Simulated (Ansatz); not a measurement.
```yaml
crystal:
  periodic: [false, false, false]
  atoms:
    - {symbol: F, position_ang: [-0.544989, -2.505582, 1.596152]}
    - {symbol: Si, position_ang: [-0.355606, -1.702028, -0.239680]}
    - {symbol: Si, position_ang: [0.582103, 1.064955, -0.081279]}
    - {symbol: H, position_ang: [-2.007633, -1.895547, -1.086308]}
    - {symbol: H, position_ang: [0.676575, 1.690522, -1.829634]}
    - {symbol: H, position_ang: [-0.550149, 2.163535, 0.906260]}
    - {symbol: H, position_ang: [2.276325, 1.099022, 0.677366]}
basis:
  gaussian: {orbitals: pcseg-2, point_charges: [{charge: -1.00, position_ang: [6.812, 0.049, 0.267]}]}
magnetization: {spin_polarized: true, initial_magnetization: 1}
hamiltonian: {xc: {name: wB97M-V}, dispersion: rvv10}
output: {forces: true}
```

```sh
$ ansatz run in.yaml --threads 2 --pin off --events-out ev --progress --plain --max-ram 32768MiB --backend cpu
```

Task: How does Ansatz answer? (An estimate is asked.)

Result: The calculation gave: The input was rejected before any iteration.
```
Error: invalid value for `hamiltonian.dispersion`: this functional's text states its nonlocal part
```
